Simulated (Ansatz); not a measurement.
**H2Si–B, doublet: the ladder up to RCCSDT(Q)**

Geometry: a point of a stretch scan, not a stationary point.

```tsv
atom	x (Å)	y (Å)	z (Å)
Si	-0.1604	0.0000	1.3400
B	0.2984	0.0000	-3.8066
H	0.6344	-1.2068	1.7454
H	0.6344	1.2068	1.7454
```

Basis cc-pVTZ; Ansatz 0.2.0. Correlated methods freeze the noble-gas cores, which leaves 9 electrons in 86 orbitals. R marks a restricted (for open shells ROHF) determinant, U an unrestricted one. Active spaces: pair = (3e, 3o) about the gap; valence = (9e, 10o) chosen from the atoms' valence shells.

Full CI isn't at hand for all of this; RCCSDT(Q) serves as the reference, and is uncertain by the last step of the cluster series or more. The frozen core follows each run's orbitals, which can shift R against U totals by a few meV.

Unrestricted rows (U) aren't spin-pure: their determinants' ⟨S²⟩ exceeds S(S+1) by up to 0.58, so they mix in states of higher spin.

The UHF ⟨S²⟩ is 1.327 and the T1 diagnostic (RCCSD) is 0.0182. The largest doubles amplitude (RCCSD) is 0.116 and the T1 diagnostic (UCCSD) is 0.1012.

| level | E − E(RHF) (eV) |
| --- | --- |
| UHF | -0.3351 |
| RMP2 | -4.2706 |
| UMP2 | -4.1283 |
| RCCSD | -5.5758 |
| UCCSD | -5.5607 |
| RCCSD(T) | -5.7157 |
| UCCSD(T) | -5.7013 |

Q: Estimate how far RCCSDT(Q) in cc-pVTZ lies from RCCSD(T). The table doesn't fix it; the size of (T) and the diagnostics are the guide.

A: RCCSDT(Q) in cc-pVTZ lies 3.6 kJ/mol below RCCSD(T), which is 27 % of the (T) step (-13.5 kJ/mol). The diagnostics give no warning, yet the rest is a sizeable part of (T).

The other levels:

| level | E − E(RCCSDT(Q)) (kJ/mol) | share of correlation (%) | wall time |
| --- | --- | --- | --- |
| BCCD(T) | 3.6 | 99.35 | 4.1 s (H100) |
| RCCSDT | 0.4 | 99.93 | – |
| UCCSDT | 0.6 | 99.90 | – |
| UCCSDT(Q) | 0.0 | 99.99 | 20 s (H100) |
| CASSCF (pair space) | 495.4 | 10.74 | – |
| NEVPT2 (pair space) | 133.2 | 76.00 | 1.4 s (H100) |
| CASSCF (valence space) | 329.7 | 40.59 | – |
| NEVPT2 (valence space) | 99.4 | 82.10 | 3.2 s (H100) |

The correlation energy at RCCSDT(Q), counted from RHF, is -5.753 eV. That run took 16 s on 2 threads of AMD EPYC 7R13 with a shared H100 80 GB, shared host.

Times hold each run's SCF and search for its determinant on a shared host, so for small cases they say little of a method's own cost.

Natural occupations of CASSCF (valence space) about the gap: 1.984 1.977 1.891 1.889 1.000 0.105 0.055 0.055 0.025 0.019; effectively unpaired electrons, Σ n²(2−n)², 1.16.
